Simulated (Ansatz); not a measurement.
A geometry relaxed with B3LYP-D3(BJ)/def2-TZVP (Ansatz, a quantum-chemistry and plane-wave program), charge 0, multiplicity 1:

```xyz
4

C      0.5490     0.1466    -0.2324
H      1.5241     0.0565    -0.6452
C     -0.5490     0.2481     0.2324
H     -1.5241     0.3383     0.6452
```

Problem. Write the SMILES of this molecule.

Solution. `C#C`
